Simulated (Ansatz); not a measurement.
System: bcc W. Method: PBEsol (Ansatz, a quantum-chemistry and plane-wave program, PAW).

Settings: plane-wave cutoff 500 eV, 32×32×32 k mesh, Fermi–Dirac smearing 0.1 eV, no spin polarisation, scalar-relativistic PAW data made under PBE.

Computed at the level's own relaxed cell.

### Question
Estimate the equilibrium volume per atom and lattice constant a that the calculation returns.

### Answer

- equilibrium volume per atom = 15.69 Å³/atom
- lattice constant a = 3.154 Å

Measured, for comparison: equilibrium volume per atom 15.78 Å³/atom, lattice constant a 3.16 Å (static lattice: zero-point anharmonic expansion removed; as tabulated in Mejia-Rodriguez and Trickey (2018), arXiv:1807.09216). Computed (rounded) less measured: equilibrium volume per atom -0.6 %, lattice constant a -0.2 %.

Spin–orbit coupling is not included.

Computed values are for the static lattice.
